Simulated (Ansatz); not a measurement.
# AlPH₃ (doublet): the correlation ladder at a displaced geometry (v2), cc-pVDZ

How much of the correlation energy of AlPH₃ (doublet) does each wave-function method recover here?

Method: cc-pVDZ, core rule «outside noble gas», up to 10 orbitals frozen; program: Ansatz 0.2.0, Gaussian basis.

The runs, in order: UHF; CCSD(T) on ROHF; CCSD(T) on UHF; BCCD(T) on ROHF; CISD; CCSDT(Q) on ROHF; CCSDT(Q) on UHF.

21 further runs of the same task are left out: 7 that didn't finish, 14 set aside as unsound or not needed.

### 1 What is computed

The geometry is a PBE0/def2-TZVP stationary point (not a proven minimum) with its atoms shifted at random (size 0.100 Å).

5 atoms, charge 0, spin multiplicity 2.

Atoms are counted from 1 here; the program's logs count them from 0.

Bond lengths: Al1–P2 2.349 Å, Al1–H3 1.595 Å, P2–H4 1.506 Å, P2–H5 1.557 Å. Angles: P2–Al1–H3 114.8°, Al1–P2–H4 87.2°, Al1–P2–H5 95.6°, H4–P2–H5 88.7°.

### 2 UHF

The input, in.yaml:

```yaml
crystal:
  periodic: [false, false, false]
  atoms:
    - {symbol: Al, position_ang: [0.129377, -0.120534, 1.249190]}
    - {symbol: P, position_ang: [-0.168245, 0.075848, -1.072823]}
    - {symbol: H, position_ang: [-0.053872, 1.237014, 2.065279]}
    - {symbol: H, position_ang: [1.117056, 0.859508, -1.097367]}
    - {symbol: H, position_ang: [0.643676, -1.200752, -1.439874]}
basis:
  gaussian: {orbitals: cc-pVDZ}
magnetization: {spin_polarized: true, initial_magnetization: 1}
hamiltonian: {xc: hf}
output: {orbitals: {seedname: orbitals}}
```

The run is started by

```sh
$ ansatz run in.yaml --threads 1 --pin off --events-out ev --progress --plain --max-ram 2393MiB
```

The runs that follow: CCSD(T) on ROHF; CCSD(T) on UHF; BCCD(T) on ROHF; CISD; CCSDT(Q) on ROHF; CCSDT(Q) on UHF.

Before running them: what should the planned runs give, taken together? Wanted: UCCSDT(Q) below the RHF energy; RMP2 from UCCSDT(Q); UMP2 from UCCSDT(Q); RCCSD from UCCSDT(Q); RCCSD(T) from UCCSDT(Q); UCCSD(T) from UCCSDT(Q); RCCSDT(Q) from UCCSDT(Q); T1 diagnostic.

**Answer**, as computed:

```
                         quantity                                                   value
   UCCSDT(Q) below the RHF energy                                              -6.0381 eV
              RMP2 from UCCSDT(Q)                                             +1236.8 meV
              UMP2 from UCCSDT(Q)                                             +1231.2 meV
             RCCSD from UCCSDT(Q)                                              +222.2 meV
          RCCSD(T) from UCCSDT(Q)                                               +43.0 meV
          UCCSD(T) from UCCSDT(Q)                                               +42.7 meV
         RCCSDT(Q) from UCCSDT(Q)                                                +0.7 meV
levels within 1 kcal/mol (43 meV)  RCCSD(T), UCCSD(T), BCCD(T), RCCSDT, UCCSDT, RCCSDT(Q)
                    T1 diagnostic                                                   0.022
```

**Reading.** RCCSD(T) lands +43.0 meV from the yardstick (0.7 % of the correlation energy). These misses are within one basis, not against nature; the frozen cores of restricted and unrestricted runs differ, which can shift their rows.
